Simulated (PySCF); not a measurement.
Two structures of Si2H8S, closed shell, reached by relaxing down either side of one saddle point (PBE0-D4/def2-TZVP). Energies are electronic, without zero-point energy. Program: PySCF 2.14 with density fitting (its default auxiliary sets; JK sets also for MP2 and CCSD(T)). Basis: def2-TZVPP and def2-QZVPP. Cores are frozen in the correlated methods. Extrapolation: Hartree–Fock as exp(−7.88 √X), correlation as X^−2.97. First:

Si1  (-1.577, -0.342, 0.086)
Si2  (0.014, 1.001, -0.994)
H3  (-1.433, -1.765, -0.316)
H4  (-2.951, 0.106, -0.281)
H5  (-1.443, -0.239, 1.563)
H6  (2.687, -0.851, 0.396)
S7  (1.743, -1.404, 1.173)
H8  (-0.658, 1.980, -1.894)
H9  (0.938, 0.182, -1.823)
H10  (0.821, 1.771, -0.009)
H11  (1.853, -0.435, 2.094)
(Å)

Second:

```
11
angstrom
Si -1.3893 -0.7726 0.8537
Si 1.3046 1.1479 -1.4911
H -1.4607 -1.2274 -0.5550
H -2.7132 -0.9284 1.5087
H -0.9999 0.6612 0.9004
H 1.4667 -0.1397 -0.7699
S 0.0855 -2.0197 1.7671
H -0.0436 1.2012 -2.1110
H 2.3391 1.2568 -2.5515
H 1.4524 2.2747 -0.5350
H -0.0512 -1.4741 2.9874
```

Q: Which bonds change from the first to the second?

A: Si₂H₆ ([SiH3][SiH3]) + H₂S → SiH₄S ([SiH3][SH]) + SiH₄; bonds formed: Si1–S7, Si2–H6; bonds broken: Si1–Si2, H6–S7.

Q: Give the saddle point's structure and its height above each. (An estimate is asked for; the value comes from the calculation.)

A: Computed: 261.9 kJ/mol above the first and 312.1 kJ/mol above the second (CCSD(T) at an estimated basis limit (MP2 extrapolated from triple and quadruple zeta, plus CCSD(T) − MP2 in triple zeta)).
Si1  (-1.029, -0.508, 0.251)
Si2  (0.572, 0.949, -1.014)
H3  (-0.663, -1.564, -0.769)
H4  (-2.528, -0.664, 0.180)
H5  (-0.983, 0.584, 1.292)
H6  (0.841, -0.411, 0.312)
S7  (0.674, -1.618, 1.401)
H8  (-0.543, 1.622, -1.750)
H9  (1.462, 0.322, -2.028)
H10  (1.291, 2.005, -0.250)
H11  (0.906, -0.716, 2.375)
(Å)

T1 diagnostic: at most 0.014.

Labels in which every atom is bracketed show which atoms are joined, not bond orders.

For scale, one of the runs: CCSD(T)/def2-TZVPP, 238 basis functions, launched by `OMP_NUM_THREADS=4 python run.py`. Hardware: 4 CPU threads of an Arm Neoverse V2, shared host. Wall time 11 min; peak host memory 3.6 GiB.
